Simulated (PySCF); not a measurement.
**Chlorine: a sound run and one with changed settings**

Sound run: Cl [Ne] 3s2 3p5, Cl⁺ [Ne] 3s2 3p4. Calculation: PySCF 2.14, in def2-SVP (4s3p1d, 18 functions); the non-relativistic Hamiltonian (point nucleus). In the sound run the correlated levels freeze [Ne]. The sound run starts from symmetry-adapted Hartree-Fock orbitals and uses a fine grid where one is needed.

A second run was set up differently.

```
species   method  sound run (hartree)  changed run (hartree)  converged
     Cl      MP2           -459.42824             -459.39122        yes
     Cl  CCSD(T)           -459.44599             -459.40171        yes
    Cl⁺      MP2           -458.97518             -458.92960        yes
    Cl⁺  CCSD(T)           -458.99536             -458.93894        yes
```

Ionisation energy of Cl:

| method | sound run (eV) | changed run (eV) |
| --- | --- | --- |
| UHF | 11.784 | 11.784 |
| MP2 | 12.328 | 12.561 |
| SCS-MP2 | 12.313 | 12.617 |
| CCSD | 12.263 | 12.587 |
| CCSD(T) | 12.262 | 12.593 |

(1) What was changed?
A. too few SCF iterations
B. all electrons correlated in a valence basis
C. minimal basis
D. a valence shell is frozen

Answers

(1) D. Freezing a valence shell removes pair correlation that changes on ionisation.
